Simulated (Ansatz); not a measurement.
For In2O3 (Ia-3, No. 206), LDA (plane waves, PAW; Ansatz, a program for electronic structure) gives:

- lattice constant a = 10.061 Å
- cohesive energy = 5.40 eV/atom
- band gap = 1.17 eV
- formation enthalpy = -1.883 eV/atom

Problem. What does r²SCAN+rVV10 in Ansatz (PAW) give for the same quantities?

Solution. 
- lattice constant a: 10.130 Å (goes up by 0.7 %)
- cohesive energy: 4.68 eV/atom (drops by 0.72 eV/atom)
- band gap: 1.65 eV (grows by 0.48 eV)
- formation enthalpy: -1.909 eV/atom (moves by -0.026 eV/atom)

For comparison: lattice constant a 10.117 Å (measured, temperature not stated, no zero-point or thermal correction; as tabulated in Wikipedia's data pages); band gap 2.93 ± 0.1 eV (measured, room temperature, no zero-point or thermal correction; as tabulated in King et al. (2009), doi:10.1103/physrevb.79.205211).

Changes are worked out from the printed values.

Unless a cell is named, each level is at its own relaxed cell.

Levels without +SOC leave out spin–orbit coupling, which shifts energies and cells of such heavy elements.

Spin–orbit coupling is included only where a level's name says +SOC; with heavier elements it mostly lowers gaps and can invert bands. Density-functional gaps are differences of (generalised) Kohn–Sham levels.

Caveats: the relaxation could not lower the start's symmetry, so the cell can be a saddle point above a distorted one (LDA, r²SCAN+rVV10). Ansatz's density-functional and Hartree–Fock values are scalar-relativistic unless marked +SOC, with PAW data made under PBE.
